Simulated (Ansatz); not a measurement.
# H6N2Si: the cost of one run

All numbers below are computed with Ansatz 0.2.0 (RHF/def2-TZVP).

1 further run of the same task is left out (it didn't finish).

## 1. Starting point

Bond lengths: Si1–H2 1.660 Å, Si1–H3 1.660 Å, Si1–N4 1.819 Å, N4–H5 1.060 Å, N4–H6 1.060 Å, Si1–N7 1.819 Å, N7–H8 1.060 Å, N7–H9 1.060 Å. Angles: H2–Si1–H3 35.4°, H2–Si1–N4 123.4°, H2–Si1–N7 123.4°, H3–Si1–N4 123.4°, H3–Si1–N7 123.4°, N4–Si1–N7 109.5°, Si1–N4–H5 120.0°, Si1–N4–H6 120.0°, H5–N4–H6 120.0°, Si1–N7–H8 120.0°, Si1–N7–H9 120.0°, H8–N7–H9 120.0°.

Structure file:

```xyz
9

Si    0.0000    0.0000    0.0000
H     0.9994    0.0000    1.3254
H     1.5827    0.0000    0.5009
N    -0.8572    1.4851   -0.6061
H    -1.8773    1.4300   -0.8888
H    -0.3367    2.4058   -0.6766
N    -0.8572   -1.4851   -0.6061
H    -1.3922   -2.1014    0.0704
H    -0.8219   -1.7344   -1.6357
```

## 2. A restrained relaxation towards end A

Springs on the bonds that form and break draw the guess towards this end; the thresholds are loose.

Contents of input.yaml:

```yaml
crystal:
  periodic: [false, false, false]
  atoms:
    - { symbol: Si, position_ang: [0.0, 0.0, 0.0] }
    - { symbol: H, position_ang: [0.9994, 0.0, 1.3254] }
    - { symbol: H, position_ang: [1.5827, 0.0, 0.5009] }
    - { symbol: "N", position_ang: [-0.8572, 1.4851, -0.6061] }
    - { symbol: H, position_ang: [-1.8773, 1.43, -0.8888] }
    - { symbol: H, position_ang: [-0.3367, 2.4058, -0.6766] }
    - { symbol: "N", position_ang: [-0.8572, -1.4851, -0.6061] }
    - { symbol: H, position_ang: [-1.3922, -2.1014, 0.0704] }
    - { symbol: H, position_ang: [-0.8219, -1.7344, -1.6357] }
basis:
  gaussian: { orbitals: def2-TZVP }
hamiltonian:
  xc: hf
relax:
  f_tol: 0.15
  max_steps: 25
  restrain:
    - { distance: [1, 2], at: 1.86, k: 30.0 }
    - { distance: [0, 1], at: 1.46, k: 30.0 }
    - { distance: [0, 2], at: 1.46, k: 30.0 }
output:
  orbitals: {}
```

On the command line:

```
$ ansatz run input.yaml --threads 4 --pin off --max-ram 5120MiB --backend cpu --events-out ev --progress --plain --runs-dir out
```

Q: Estimate wall time and peak memory on 4 threads of Arm Neoverse V2, shared host.

About 5.3 s, with a peak of 0.22 GiB.
